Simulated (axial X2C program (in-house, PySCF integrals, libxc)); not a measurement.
**Working with the constants of NaS**

A bond curve at the CCSD(T) level, 2c, was computed with an in-house all-electron X2C program for linear molecules (integrals from PySCF) (basis S dyall-av3z [9s8p3d2f], Na dyall-cv3z [9s8p5d2f] (cores contracted in-house)) for the state Ω = 3/2 (⟨Sz⟩ = 0.50, ⟨Lz⟩ = 1.00 at HF). Its fit gives Re = 2.4956 Å, ωe = 330.0 cm⁻¹, ωexe = 1.47 cm⁻¹ and αe = 1.440e-03 cm⁻¹; the masses are 31.9721 and 22.9898 u. Two-component means X2C with spin–orbit coupling and atomic mean-field Coulomb and Gaunt terms.

Correlated methods: 15 electrons correlated (number of frozen shells: S 2 s, 1 p; Na 1 s), 219 virtual spin orbitals or spinors in MP2, 90 natural virtuals in coupled cluster.

**Question.** Find the reduced mass, Be and the force constant.

**Answer.** From the CCSD(T) values: μ = 13.3735 u. Be = 16.8576/(μ Re²) = 0.2024 cm⁻¹. k = 5.8918×10⁻⁷ μ ωe² = 0.858 mdyn/Å.

**Question.** A Morse curve ties αe to the other constants (Pekeris). How well does that hold?

**Answer.** αe(Morse) = 6Be²/ωe × (√(ωexe/Be) − 1) = 1.262e-03 cm⁻¹; the CCSD(T) curve gives 1.440e-03 cm⁻¹, a ratio of 0.88.

**Question.** Estimate the centrifugal constant by the Kratzer relation.

**Answer.** D = 4Be³/ωe² = 3.05e-07 cm⁻¹.

**Question.** Where do the fundamental and the first overtone lie?

**Answer.** ν(1←0) = ωe − 2ωexe = 327.1 cm⁻¹; ν(2←0) = 2ωe − 6ωexe = 651.2 cm⁻¹.

**Question.** Estimate De from a Morse curve and compare with the computed well depth of 2.457 eV to S + Na.

**Answer.** De(Morse) = ωe²/(4ωexe) = 2.296 eV against 2.457 eV computed, a ratio of 0.93. For De the Morse form works well here.

One determinant describes the state; a PBE0 search over occupations chose it and may have missed a lower one. De is counted from the lowest determinant-based energies of the atoms at the same level, without counterpoise correction. CCSD and (T) use frozen natural virtuals with an MP2 correction for the truncation; (T) itself is uncorrected, so its De runs slightly low.
